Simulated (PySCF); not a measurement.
Acetylethylenimine, C4H7NO.
SMILES with atom numbers: `[CH3:1][C:2](=[O:3])[N:4]1[CH2:5][CH2:6]1` (hydrogens: H7, H8, H9 on C1; H10, H11 on C5; H12, H13 on C6)

Geometry (PBE0-D3(BJ)/def2-SVP, Å), atoms numbered from 1 in this order:
```xyz
13
C4H7NO angstrom
C     -1.9793   -0.4691    0.4024
C     -0.7945    0.2119   -0.2331
O     -0.8251    0.7399   -1.3191
N      0.3460    0.2207    0.5588
C      1.6733    0.0939    0.0524
C      1.0989   -0.9254    0.9848
H     -2.0211   -0.2769    1.4832
H     -1.8975   -1.5587    0.2566
H     -2.8980   -0.1244   -0.0871
H      1.7779   -0.1747   -1.0054
H      2.4059    0.8185    0.4227
H      1.4054   -0.9519    2.0364
H      0.8371   -1.9014    0.5573
```

Computed with core-valence-separated Tamm–Dancoff BHandHLYP/aug-pcX-1 (pcseg-1 on H) in PySCF, non-relativistic, gas phase, PBE0-D3(BJ)/def2-SVP geometry. No empirical shift is added; at this level the pattern usually sits a few eV under experiment.

Task: List the nitrogen K-edge absorption lines.

Result: 
| E (eV) | f | core hole on | main final orbital |
| --- | --- | --- | --- |
| 399.98 | 0.0103 | N4 | LUMO+4 (64 %) |
| 401.04 | 0.0469 | N4 | spread |
| 401.63 | 0.0059 | N4 | LUMO (73 %) |
| 401.79 | 0.0093 | N4 | LUMO+1 (42 %) |
| 402.07 | 0.0006 | N4 | LUMO+3 (47 %) |
| 402.26 | 0.0003 | N4 | LUMO+2 (64 %) |
| 402.92 | 0.0020 | N4 | LUMO+5 (38 %) |

The first line with a tenth or more of the strongest one's intensity is at 399.98 eV (f = 0.010), with the hole on N4 (amide nitrogen). The strongest listed is at 401.04 eV (f = 0.047; N4).

Task: List the oxygen K-edge absorption lines.

Result: 
```csv
E (eV),f,core hole on,main final orbital,polarisation
529.05,0.0466,O3,LUMO+4 (65 %),normal to the local trigonal plane
533.29,0.0000,O3,LUMO (31 %),–
533.85,0.0021,O3,LUMO+1 (32 %),in the local trigonal plane
534.02,0.0002,O3,LUMO+1 (33 %),–
534.28,0.0005,O3,LUMO+3 (53 %),–
534.72,0.0017,O3,LUMO+5 (56 %),in the local trigonal plane
534.80,0.0042,O3,spread,in the local trigonal plane
```

The first line with a tenth or more of the strongest one's intensity is at 529.05 eV (f = 0.047), with the hole on O3 (amide oxygen), polarised normal to the local trigonal plane: a 1s→π* resonance. It is also the strongest listed.

Task: What does the C 1s absorption edge look like?

Result: 
```tsv
E (eV)	f	core hole on	main final orbital	polarisation
284.48	0.0829	C2	LUMO+4 (63 %)	normal to the local trigonal plane
285.35	0.0043	C1	LUMO+4 (64 %)	–
285.62	0.0079	C1	LUMO (57 %)	–
286.49	0.0404	C6	spread	–
286.53	0.0289	C1	LUMO+3 (33 %)	–
286.61	0.0291	C1	spread	–
286.69	0.0391	C5	spread	–
286.82	0.0108	C6	LUMO (68 %)	–
286.87	0.0167	C5	LUMO+1 (35 %)	–
287.23	0.0161	C5	LUMO+4 (33 %)	–
287.27	0.0434	C6	LUMO+3 (43 %)	–
287.34	0.0011	C1	LUMO+5 (55 %)	–
287.50	0.0071	C1	LUMO+2 (45 %)	–
287.65	0.0032	C1	LUMO+1 (35 %)	–
287.69	0.0141	C5	LUMO+4 (30 %)	–
287.84	0.0027	C5	spread	–
288.06	0.0105	C5/C6	spread (2 roots, f summed)	–
288.11	0.0058	C1	spread	–
```

The first line with a tenth or more of the strongest one's intensity is at 284.48 eV (f = 0.083), with the hole on C2 (amide carbonyl carbon), polarised normal to the local trigonal plane: a 1s→π* resonance. It is also the strongest listed.

Roots within 0.03 eV whose holes lie on the same, on equivalent or on shared atoms are summed into one line, and the highest roots are left out, as the search may have cut off their partners. Final orbitals are the ground state's empty Kohn–Sham orbitals. A dash: too weak, shared between unlike atoms, or no plane or axis to refer to.

Task: What are the wavelength and the wavenumber of the 401.63 eV line?

Result: λ = 12398.42 eV Å/401.63 eV = 30.870 Å; 3.2394 × 10⁶ cm⁻¹.

Only the lowest roots of each edge were sought.

Rough CPU time on one thread of a shared machine: about 40 s.

One conformer stands for the species.
